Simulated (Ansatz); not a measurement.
**CHClF₂O: up Jacob's ladder to CCSD(T)**

An exercise on one series of results from a longer session: the logs are not shown, and one member is left open.

Computed with Ansatz 0.2.0, Gaussian basis. Level: functionals in def2-TZVPP, the program's frozen cores in correlated methods.

Levels to be run: LDA (SPW92), PBE-D4, revPBE-D4, BLYP-D4, r2SCAN-D4, B97M-V, PBE0-D4, B3LYP-D4, r2SCANh-D4, r2SCAN0-D4, HSE06-D4, BHLYP-D4, CAM-B3LYP-D4, LC-ωPBE, ωB97X-V, ωB97M-V, B2PLYP, PBE-QIDH; CCSD(T)/def2-SVP; CCSD(T)/def2-TZVPP; MP2/def2-QZVPP; extrapolation to the limit; RPA on PBE.

## The relaxed structure

The geometry comes from an earlier relaxation with PBE0-D4 in a triple-zeta def2 set; it is a stationary point.

SMILES `OC(F)(F)Cl`, 6 atoms, charge 0, spin multiplicity 1.

Atoms are counted from 1 here; the program's logs count them from 0.

Bond lengths: O1–C2 1.342 Å, O1–H6 0.967 Å, C2–F3 1.344 Å, C2–F4 1.344 Å, C2–Cl5 1.755 Å. Angles: C2–O1–H6 108.3°, O1–C2–F3 111.6°, O1–C2–F4 111.6°, O1–C2–Cl5 109.0°, F3–C2–F4 105.8°, F3–C2–Cl5 109.4°, F4–C2–Cl5 109.4°.

As a file:

| atom | x (Å) | y (Å) | z (Å) |
| --- | --- | --- | --- |
| O1 | 0.1087 | 0.3307 | 1.0413 |
| C2 | 0.0255 | 0.0144 | -0.2606 |
| F3 | -1.2345 | -0.2904 | -0.6154 |
| F4 | 0.7611 | -1.0715 | -0.5536 |
| Cl5 | 0.5881 | 1.3757 | -1.2157 |
| H6 | -0.2068 | -0.4229 | 1.5578 |

The first run:

Contents of in.yaml:

```yaml
crystal:
  periodic: [false, false, false]
  atoms:
    - {symbol: O, position_ang: [0.108717, 0.330710, 1.041256]}
    - {symbol: C, position_ang: [0.025461, 0.014403, -0.260606]}
    - {symbol: F, position_ang: [-1.234487, -0.290437, -0.615378]}
    - {symbol: F, position_ang: [0.761149, -1.071462, -0.553581]}
    - {symbol: Cl, position_ang: [0.588076, 1.375689, -1.215667]}
    - {symbol: H, position_ang: [-0.206816, -0.422902, 1.557776]}
basis:
  gaussian: {orbitals: def2-TZVPP}
hamiltonian: {xc: lda}
output: {orbitals: {seedname: orbitals}}
```

Among the steps run: LDA; PBE-D4 (GGA); revPBE-D4 (GGA); BLYP-D4 (GGA); r2SCAN-D4 (meta-GGA); B97M-V (meta-GGA); PBE0-D4 (hybrid); B3LYP-D4 (hybrid); r2SCANh-D4 (hybrid); r2SCAN0-D4 (hybrid); HSE06-D4 (hybrid); BHLYP-D4 (hybrid); CAM-B3LYP-D4 (range-separated); LC-ωPBE (range-separated); ωB97X-V (range-separated); ωB97M-V (range-separated); B2PLYP (double hybrid); PBE-QIDH (double hybrid).

One table of the session follows, with a row left open; its other results are not shown here.

It belongs to the step «Frontier levels by functional». 

```
  functional  HOMO (eV)  gap (eV)
 LDA (SPW92)      -8.16      7.08
      PBE-D4      -7.99      7.13
   revPBE-D4      -7.92      7.15
     BLYP-D4      -7.86      7.02
   r2SCAN-D4      -8.40      7.86
      B97M-V      -8.52      8.05
     PBE0-D4      -9.59      9.84
    B3LYP-D4      -9.30      9.18
  r2SCANh-D4      -8.98      8.86
  r2SCAN0-D4      -9.85     10.34
    HSE06-D4      -9.17      9.05
    BHLYP-D4     -11.03     12.19
CAM-B3LYP-D4          ?         ?
     LC-ωPBE     -12.50     15.11
     ωB97X-V     -12.10     14.54
     ωB97M-V     -11.94     13.98
```

Estimate the missing values for CAM-B3LYP-D4.

**Answer.** HOMO (eV): -11.05; gap (eV): 12.27. In the column «HOMO (eV)» it lies between ωB97M-V (-11.94) and BHLYP-D4 (-11.03).
